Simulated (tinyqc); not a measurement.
A ladder of methods, and size consistency: correlation methods against full CI in the sto-6g basis, for HF, spin multiplicity 1. Computed by the program tinyqc with PySCF. 

Geometry (angstrom):
```
atom       x       y       z
F     0.0000  0.0000  0.0000
H     0.0000  0.0000  1.0680
```

RHF energy of one = -99.488483 hartree

All electrons correlated; +Q is the Davidson correction (1 - c0^2) E_corr. The last columns treat two copies 100 angstrom apart as one system. FCI is the lowest singlet.

Correlation energies (hartree):
```
method   E_corr of one  share of FCI (%)  E_corr of two at 100 angstrom  two minus twice one (mhartree)
MP2          -0.024885           62.9097                      -0.049770                          0.0000
CISD         -0.039557          100.0000                      -0.076887                          2.2263
CISD+Q       -0.040737          102.9831                      -0.081091                          0.3825
CCSD         -0.039557          100.0000                      -0.079113                          0.0000
CCSD(T)      -0.039557          100.0000                      -0.079113                          0.0000
FCI          -0.039557          100.0000                              -                               -
```

MP2 recovers 63 %, CISD 100.0 % and CCSD 100.0 % of the FCI value (c0^2 = 0.970 in CISD). MP2 and coupled cluster are size consistent, so their last column vanishes; CISD loses 2.23 mhartree, since a double excitation on each copy is a quadruple of the pair, and the Davidson correction leaves +0.38. With two electrons, or one virtual orbital, CISD and CCSD are exact for one copy, so +Q overshoots there.
